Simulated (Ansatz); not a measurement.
# CHBSi+ (doublet): the correlation ladder, def2-TZVPP

One table from this session's results is given with a row withheld; the runs are named, their logs left out.

Method: def2-TZVPP, core rule «outside noble gas», up to 7 orbitals frozen; program: Ansatz 0.2.0, Gaussian basis.

Plan: UHF; ROHF; CCSD(T) on UHF.

2 further runs of the same task are left out: 2 set aside as unsound or not needed.

**The system**

The geometry is a PBE0/def2-TZVP stationary point (not a proven minimum) of the parent state, kept for this charge and spin.

4 atoms, charge 1, spin multiplicity 2.

Atoms are counted from 1 here; the program's logs count them from 0.

Bond lengths: B1–Si2 1.833 Å, B1–H4 1.178 Å, Si2–C3 1.800 Å. Angles: Si2–B1–H4 180.0°, B1–Si2–C3 180.0°.

Geometry (Å):

```xyz
4

B     0.00000    0.00000    1.07190
Si    0.00000    0.00000   -0.76070
C     0.00000    0.00000   -2.56090
H     0.00000    0.00000    2.24970
```

Set-up of the first run:

in.yaml reads:

```yaml
crystal:
  periodic: [false, false, false]
  atoms:
    - {symbol: B, position_ang: [0.000000, 0.000000, 1.071900]}
    - {symbol: Si, position_ang: [0.000000, 0.000000, -0.760700]}
    - {symbol: C, position_ang: [0.000000, 0.000000, -2.560900]}
    - {symbol: H, position_ang: [0.000000, 0.000000, 2.249700]}
basis:
  gaussian: {orbitals: def2-TZVPP}
total_charge: 1
magnetization: {spin_polarized: true, initial_magnetization: 1}
hamiltonian: {xc: hf}
output: {orbitals: {seedname: orbitals}}
```

Command:

```console
> ansatz run in.yaml --threads 1 --pin off --events-out ev --progress --plain --max-ram 4096MiB --backend cpu
```

Steps of the session up to this table: UHF; ROHF; CCSD(T) on UHF.

One table of the session follows, with a row left open; its other results are not shown here.

| method | from UCCSD(T) (kcal/mol) |
| --- | --- |
| ROHF | +222.51 |
| UMP2 | ? |
| UCCSD | +13.52 |
| UCCSD(T) | 0 |

**Question.** Estimate the row for UMP2.

**Answer.** from UCCSD(T) (kcal/mol): +47.22. In the column «from UCCSD(T) (kcal/mol)» it lies between UCCSD (+13.52) and ROHF (+222.51).

Left out of the table: UHF (another determinant or state than the rows shown).

Limits of these values: The determinant is far from a pure spin state, so its energy mixes those of several spin states (harmless only where they are near-degenerate, as at dissociation). Warnings: spin contamination; coupled cluster took another determinant than the lowest.
